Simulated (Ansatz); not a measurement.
Barrier FH + CH3 (SMILES [CH3]) via CH4F, on the benchmark's geometries as Psi4's copy gives them; open shells unrestricted, no zero-point energy, no spin–orbit coupling.
Transition structure (charge 0, multiplicity 2, Z-matrix in Å and degrees):
```
C
H 1 1.0797
H 1 1.0797 2 115.35
H 1 1.0798 2 115.37 3 -138.54
F 1 1.6686 2 102.64 3 110.75
H 5 1.2385 4 151.02 1 180.00
```

Cores are frozen in the correlated methods. CBS(a, b) extrapolates the correlation energy as X⁻³ and adds the Hartree–Fock energy of set b. MP2 and its Hartree–Fock in aug-cc-pVQZ are density fitted.

Programs: Ansatz (Gaussian basis) for Hartree–Fock, density functionals and correlated methods. Values without a source in brackets are computed.

Barrier heights (kcal/mol): PBE/def2-TZVPPD 41.11; B3LYP/def2-TZVPPD 48.73; wB97M-V/def2-TZVPPD 52.76; MP2/CBS(aug-cc-pVTZ, aug-cc-pVQZ) + ΔCCSD(T)/aug-cc-pVTZ 56.94.

Task: With all else equal, by what factor does exp(−ΔE‡/RT) at 298.15 K differ from its value at MP2/CBS(aug-cc-pVTZ, aug-cc-pVQZ) + ΔCCSD(T)/aug-cc-pVTZ?

Result: 
RT = 0.5925 kcal/mol, so the factor is exp(−(ΔE‡ − 56.94)/RT): PBE/def2-TZVPPD 4e+11; B3LYP/def2-TZVPPD 1e+06; wB97M-V/def2-TZVPPD 1200. Each 1.36 kcal/mol is a factor of ten. MP2/CBS(aug-cc-pVTZ, aug-cc-pVQZ) + ΔCCSD(T)/aug-cc-pVTZ is the comparison, a level with limits of its own.

Ansatz is a first-principles code.
